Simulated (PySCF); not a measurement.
Species: dimethyl disulfide, C2H6S2.
Bonds: C1–S2, S2–S3, S3–C4. Hydrogens: H5, H6, H7 on C1; H8, H9, H10 on C4.

Torsions of this conformer, `[CH3:1][S:2][S:3][CH3:4]`: C1–S2–S3–C4 91°.

The closed-shell ground state was solved at several levels (PySCF, density fitting, gas phase, non-relativistic). The structure is a single GFN2-xTB conformer in the gas phase; no vibrational or solvent corrections.

```
            level  basis functions  total energy (Eh)  HOMO (eV)  LUMO (eV)  gap (eV)  dipole (D)
   PBE0/def2-SVPD              142          -875.5354      -6.83      -0.36      6.47        2.09
wB97X-D/def2-SVPD              142          -875.8801      -8.67       1.31      9.98        2.14
```

What might PBE0/pcSseg-1 (112 basis functions) give for the same quantities?

Total energy -875.7826 Eh, HOMO -6.86 eV, LUMO -0.11 eV, gap 6.75 eV, dipole 2.16 D.

Over all these levels, which gives the widest orbital gap and which the narrowest?

wB97X-D/def2-SVPD (range-separated hybrid) has the widest, 9.98 eV, and PBE0/def2-SVPD (global hybrid, 25 % exact exchange) the narrowest, 6.47 eV. The two share the basis. From the narrowest to the widest the HOMO moves by -1.84 eV and the LUMO by +1.67 eV.

How far do the dipole and the HOMO energy spread over the levels?

The dipole runs from 2.09 to 2.16 D (mean 2.13 D) and the HOMO from -8.67 to -6.83 eV.

The pairwise dispersion term of wB97X-D wasn't added to the energies; at a given geometry it leaves orbitals and properties as they are.
